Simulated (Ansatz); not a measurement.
Computed with DFT, BLYP, plane waves (420 eV) with PAW, scalar-relativistic in Ansatz 0.2.0. (PAW data from PBE, frozen cores regenerated.)

An element in the fcc structure gives this curve. The cell is scaled uniformly from the relaxed one, with fractional coordinates and shape fixed. Energies are extrapolated to zero smearing, pressures are those at the given smearing. Magnetic state: spin not included.

| V (Å³/atom) | E − E₀ (meV/atom) | P (GPa) |
| --- | --- | --- |
| 11.161 | 85.7 | 20.56 |
| 11.668 | 34.8 | 12.00 |
| 12.175 | 8.0 | 5.30 |
| 12.682 | 0.0 | 0.05 |
| 13.190 | 6.7 | -4.05 |
| 13.697 | 24.9 | -7.24 |
| 14.204 | 52.1 | -9.72 |

(1) Which element is it?
A. ruthenium
B. vanadium
C. copper
D. cobalt

Results:

(1) C. Its fit is V₀ = 12.68 Å³/atom, B₀ = 115 GPa, B₀′ = 5.2.
